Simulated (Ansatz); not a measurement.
System (SMILES): [SiH3] (SiH3), doublet.
Atoms: Si1, H2, H3, H4. Bonds: Si1-H2, Si1-H3, Si1-H4.

Basis-set convergence of the lowest harmonic wavenumber at HF with Ansatz (a quantum-chemistry and plane-wave program). Each level at its own minimum, finite differences of forces, unscaled; the reference is a large set that could be run, not a limit. Cartesian d functions, on some or all atoms, in 6-31G*, 6-31G**, 6-311G**; all else is spherical. The program fits the integrals of some runs and decomposes those of others, by size. Open shells are unrestricted. No added dispersion term, no relativity. Reference: the value in aug-pcseg-2, 881 cm⁻¹, itself unsure by roughly 3 cm⁻¹ (its mean distance from aug-cc-pV(T+d)Z, def2-TZVPPD). Deviations are taken from unrounded values.

```csv
basis,functions,lowest harmonic wavenumber (cm⁻¹),minus reference (cm⁻¹)
STO-3G,12,1090,209
3-21G,19,783,-98
6-31G,19,777,-105
6-31G*,25,875,-6
6-31G**,34,871,-10
6-311G**,45,867,-14
def2-SVPD,48,875,-6
aug-cc-pV(D+d)Z,59,873,-8
def2-TZVPD,70,885,3
jun-cc-pV(T+d)Z,90,884,3
def2-TZVPPD,99,885,3
aug-cc-pV(T+d)Z,124,883,2
```

The smallest set listed that lies within 50 cm⁻¹ of the reference with all its larger relatives (same family, alike in diffuse functions; a set with none counts only in the reference's own line) is 6-31G* (25 functions, -6 cm⁻¹ off).
